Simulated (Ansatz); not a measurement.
A made-up structure of NaSiNH2, closed shell:

```
5
angstrom
N -1.2073 0.4506 -0.4587
Si 0.3205 0.2995 0.0857
Na 1.6901 -2.0188 0.7611
H -1.7216 -0.4191 -0.5633
H -1.3640 1.4582 -0.4818
```

It is relaxed with PBE-D4/def2-SVP and then PBE0-D4/def2-TZVP (Ansatz 0.2.0). Atoms count as bonded within 1.22 times the sum of their covalent radii (H–H: 0.88 Å). The end point is not checked to be a true minimum.

Does its bonding change? (A judgement: the text doesn't fix the answer.)

By the calculation: No: no bond forms or breaks.

Where it ends: The first stage lowers the energy by 0.90 eV in 8 steps. It ends as NaSiNH₂ ([NH2][Si][Na]):
N1  (-1.063, 0.442, -0.373)
Si2  (0.554, 0.627, 0.184)
Na3  (1.426, -2.129, 0.651)
H4  (-1.574, -0.416, -0.502)
H5  (-1.624, 1.246, -0.617)
(Å)

Labels in which every atom is bracketed show which atoms are joined, not bond orders.

For scale, one of the runs: PBE0-D4/def2-TZVP relaxation, 112 basis functions, launched by `ansatz run in.yaml --threads 2 --pin off --events-out ev --progress --plain --max-ram 4352MiB`. Hardware: 2 CPU threads of an Arm Neoverse V1, shared host. Wall time about 20 s.
